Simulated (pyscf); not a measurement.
H₂C=C=SiH₂ → :C=C=SiH₂ [singlet] + H₂, a 1,1-elimination (singlet surface; C–H, C–H broken, H–H formed). Optimised with ωB97X-D3(BJ)/def2-SVP in PySCF. Energies in kJ/mol from the reactant's lowest minimum found.

Small-basis levels: PySCF, no dispersion term, spherical d functions. Cost: rough CPU time at the saddle relative to B3LYP/6-31G*, from one job on a shared machine.

| level | barrier | reaction energy | cost |
|---|---|---|---|
| HF/3-21G | 456.4 | +274.1 | 0.07 |
| HF/6-31G* | 446.6 | +267.1 | 0.09 |
| MP2/6-31G* | 417.3 | +289.5 | 0.08 |
| BP86/6-31G* | 362.0 | +306.0 | 1 |
| B3LYP/3-21G | 396.9 | +314.4 | 0.8 |
| M06-2X/6-31G* | 403.2 | +306.8 | 2 |
| B3LYP/6-311+G** | 363.9 | +281.9 | 2 |
| ωB97M-D3(BJ)/def2-TZVP | 374.8 | +283.3 | – |

Against the last row the barrier runs from -12.8 (BP86/6-31G*) to +81.6 kJ/mol (HF/3-21G). ωB97M-D3(BJ)/def2-TZVP has limits of its own. H₂C=C=SiH₂ lies 91.0 kJ/mol over its isomer HC≡C–SiH₃ (electronic energy, ωB97M-D3(BJ)/def2-TZVP). One saddle was located; it need not be the lowest between these sides.
